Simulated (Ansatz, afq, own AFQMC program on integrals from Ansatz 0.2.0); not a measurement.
Two steps: Ansatz 0.2.0 writes the Fock matrix and Cholesky factors of the valence space, and afq projects on them the lowest state that overlaps trial and start.

```yaml
crystal:
  periodic: [false, false, false]
  atoms:
    - {symbol: C, position_ang: [-0.244572, 0.000000, 0.558545]}
    - {symbol: C, position_ang: [0.185357, 0.000000, -0.558545]}
    - {symbol: H, position_ang: [0.137845, 0.000000, 1.552182]}
    - {symbol: H, position_ang: [0.567774, 0.000000, -1.552182]}
basis:
  gaussian: {orbitals: cc-pVDZ}
magnetization: {spin_polarized: true, initial_magnetization: 0}
correlation: {method: ccsd_t, electrons: outside_noble_gas, hamiltonian_folder: ham}
```

```sh
$ ansatz run in.yaml --threads 1 --pin off --events-out ev --progress --plain --max-ram 1382MiB
```

Options of the walk:

```
--method free --trial cisd --walkers 70 --time-step 0.03 --max-blocks 80 --target-error 0.00038 --factor-cut 1e-05 --seed 4431 --times 0,0.21,0.42,0.81,1.2,1.8,2.4,3 --taylor-order 8
```

Times are imaginary, in 1/Eh. The walk had a cap of 536 s.

Output of the walk:

```
orbitals 36  electrons 5 5  factors 281 of 350
reference energy -76.80544558 Eh
CCSD correlation -0.27549123 Eh in 10 cycles, weight of the determinant in the CISD state 0.8793
repeat  energy at the last time / Eh  error
    10  -77.094467  0.001841
    20  -77.093072  0.001093
    30  -77.093344  0.000916
    40  -77.093597  0.000749
    50  -77.093747  0.000705
    60  -77.093831  0.000638
    70  -77.093773  0.000625
    80  -77.093556  0.000660
time / (1/Eh)  energy / Eh  error  mean overlap
  0.00  -77.080980  0.000247  1.1373
  0.21  -77.087575  0.000317  1.1348
  0.42  -77.090684  0.000312  1.1319
  0.81  -77.092485  0.000389  1.1336
  1.20  -77.093417  0.000421  1.1225
  1.80  -77.092851  0.000465  1.1573
  2.40  -77.094611  0.000612  1.1458
  3.00  -77.093556  0.000660  1.1583
energy -77.093556 +/- 0.000660 Eh
```

The run passed its tests (error under three times the target), which doesn't prove that it has relaxed.

Against this walk (error 18.0 meV) on the same determinant: CCSD(T) 25.7 meV higher (within the noise), CCSDT(Q) 15.6 meV lower (within the noise). The error is statistical, and a free projection of finite length keeps a remainder of its start. The last points scatter (meV from the last: 29 ± 11 at 0.81, 4 ± 11 at 1.20, 19 ± 13 at 1.80, -29 ± 17 at 2.40, 0 ± 18 at 3.00); the last is the one printed as the energy, and the gaps above move with that scatter.

Cautions: remainder of the start not in the error; error above the target (18.0 against 10.3 meV); the determinant is a saddle point among determinants of its kind.

The walk took 4.1 min on 1 thread of Intel(R) Xeon(R) Platinum 8488C (Sapphire Rapids), on a shared host. The log's last line is the free-projection energy.

CCSDT and higher add their correlation energy to the determinant of the CCSD(T) run, since their own runs factorise the integrals more tightly (a shift of under 2 meV). A walk keeps the symmetry of its determinant, which the program's search chose and which needn't be the lowest solution, so a lower state of the same spin and another symmetry isn't excluded.
